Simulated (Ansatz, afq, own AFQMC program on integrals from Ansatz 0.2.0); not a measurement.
# Where AFQMC and coupled cluster stand for AlBH, quartet

```xyz
3

B     0.0000    0.0000    0.4130
Al    0.0000    0.0000   -2.0110
H     0.0000    0.0000    1.5981
```

Connectivity, by distances: BH–Al.

Basis 6-31G. Only valence electrons are correlated. AFQMC by an in-house program on the Cholesky factors that Ansatz 0.2.0 writes for its CCSD(T) run. The CISD trial takes its coefficients from CCSD amplitudes. Released means that phaseless walkers are propagated on without the constraint, phases kept. Error bars are statistical, one sigma.

Determinant: UHF, the one that the program's search chose, which needn't be the lowest solution. The geometry is a point of a scan.

Full CI on the same integrals is exact in this basis and with this determinant's frozen core.

Cautions: lower spins were not checked; the search met a lower determinant of the same kind, perhaps of another symmetry (78 meV lower), and this one is a saddle point; strong correlation (T1 0.066, weight of the determinant 0.83, largest double 0.15); unrestricted determinant slightly spin contaminated (⟨S²⟩ 3.81 against 3.75); the released energies are still falling, so no released level is given (meV from the phaseless value at times in 1/Eh: -3 ± 4 at 0.24, -9 ± 3 at 0.51, -17.7 ± 2.4 at 0.99, -28 ± 6 at 1.62, -31.1 ± 2.3 at 2.40).

```
T1 diagnostic                               : 0.0656
weight of the determinant in the CISD state : 0.829
⟨S²⟩ of the determinant                     : 3.810
size of the correlated space                : 7 electrons in 18 orbitals
```

Reference: full CI, correlation energy -2.768 eV.

```
        level  E − E(reference) (kJ/mol)  share of correlation (%)
           HF                      267.1                      0.00
          MP2                       94.8                     64.50
         CCSD                       14.8                     94.46
      CCSD(T)                        5.0                     98.13
        CCSDT                        2.1                     99.23
     CCSDT(Q)                        0.7                     99.73
       CCSDTQ                        0.1                     99.95
ph-AFQMC/CISD                  4.4 ± 0.4                     98.34
```

CCSDT and higher add their correlation energy to the determinant of the CCSD(T) run, since their own runs factorise the integrals more tightly (a shift of under 2 meV). A walk keeps the symmetry of its determinant, which the program's search chose and which needn't be the lowest solution, so a lower state of the same spin and another symmetry isn't excluded.
